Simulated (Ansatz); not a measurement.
Energy needed to pull apart C2O (SMILES C1#CO1), singlet, into free ground-state atoms, from the structure below (at a frame of a short PBE0-D4/def2-SVP trajectory); no zero-point or spin–orbit terms; open-shell atoms are treated unrestricted, in their ground-state multiplicity.

C1  (0.867, -0.283, 0.170)
C2  (-0.225, 0.780, -0.016)
O3  (-0.414, -0.547, -0.224)
(Å)

Ansatz 0.2.0; basis: def2-TZVPP; cores frozen in the correlated methods.

```
   method  atomization energy (kcal/mol)
   PBE-D4                          303.1
r2SCAN-D4                          278.3
  PBE0-D4                          281.4
  wB97M-V                              ?
       HF                          147.2
      MP2                          282.4
     CCSD                              ?
  CCSD(T)                          268.3
```

Task: What does wB97M-V give? (To be estimated.)

Result: The calculation gives: 283.5 kcal/mol, which is about 15.2 kcal/mol more than CCSD(T)/def2-TZVPP.

Task: What does CCSD give? (To be estimated.)

Result: The calculation gives: 255.7 kcal/mol, which is about 12.6 kcal/mol less than CCSD(T)/def2-TZVPP.

In triple zeta the MP2 and coupled-cluster atomization energies are still short of their basis limit by a few kcal/mol a bond, whereas those of the functionals are nearly converged, so these differences are not deviations from converged CCSD(T).

No T1 diagnostic of these runs exceeds 0.021. The restricted Hartree–Fock reference is unstable towards an unrestricted one here.

For scale, one of the runs: CCSD(T)/def2-TZVPP forces, 93 basis functions, launched by `ansatz run in.yaml --threads 2 --pin off --events-out ev --progress --plain --max-ram 3481MiB`. Hardware: 2 CPU threads of an Intel Xeon, shared host. Wall time about 20 s.
